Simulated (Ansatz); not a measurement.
A run for Ansatz (a program for electronic structure): R-CCSD(T)/aug-cc-pVDZ on H2O (SMILES O).

Ansatz 0.2 input:
```yaml
crystal:
  periodic: [false, false, false]
  atoms:
    - {symbol: O, position_ang: [-0.06699914, 0.00000000, 1.49435474]}
    - {symbol: H, position_ang: [0.81573427, 0.00000000, 1.86586639]}
    - {symbol: H, position_ang: [0.06885510, 0.00000000, 0.53914277]}
basis:
  gaussian:
    orbitals: aug-cc-pVDZ
magnetization: {spin_polarized: false}
correlation: {method: ccsd_t, electrons: outside_noble_gas}
scf: {lower_state_search: off}
```

It printed:

```
Functional definition: HF
[...]
these checks for a lower state are left out or cut short: stability, starts, cluster_reference, orbital_swaps, neighbouring_geometries, increment
integrals: 0.01 GiB planned
385 factors; integrals over basis functions are off by at most 7.8e-4 eV
mean field: 0.05 GiB planned
mean field evaluation 1: about -2067.3171 eV, gradient 3.3e1 eV
mean field evaluation 2: about -2067.3164 eV, gradient 3.3e1 eV
mean field evaluation 4: about -2069.1775 eV, gradient 1.5e0 eV
mean field evaluation 8: about -2069.1852 eV, gradient 5.8e-4 eV
mean field -2069.18515546 eV, -76.0411519190 hartree, gradient 1.9e-6 eV, S^2 0.000000; 0 other end points of the search recorded, 0 dependent functions left out
1 core orbitals not correlated
reference -2069.18515546 eV, -76.0411519190 hartree; 4, 4 occupied and 36, 36 virtual orbitals, 385 factors
second order -5.97781896 eV of doubles, -0.00000000 eV of singles
coupled cluster: 0.06 GiB planned
cycle   1  -6.03556840 eV  change   -5.8e-2 eV  update   5.2e-2
cycle   2  -6.15559421 eV  change   -1.2e-1 eV  update   1.4e-2
cycle   3  -6.19153191 eV  change   -3.6e-2 eV  update   7.0e-3
cycle   4  -6.18896069 eV  change    2.6e-3 eV  update   1.2e-3
cycle   5  -6.18867615 eV  change    2.8e-4 eV  update   4.0e-4
cycle   6  -6.18879384 eV  change   -1.2e-4 eV  update   1.1e-4
cycle   7  -6.18875051 eV  change    4.3e-5 eV  update   3.4e-5
cycle   8  -6.18874027 eV  change    1.0e-5 eV  update   9.7e-6
cycle   9  -6.18874039 eV  change   -1.2e-7 eV  update   3.4e-6
perturbative correction -0.14246115 eV, -0.0052353508 hartree
Total energy: -2075.51635700 eV, -76.2738192842 hartree
Checks for a lower state left out: stability, starts, cluster_reference, orbital_swaps, neighbouring_geometries, increment
```

Self-consistency was reached.

Cost: around 0.4 core-seconds (rough).
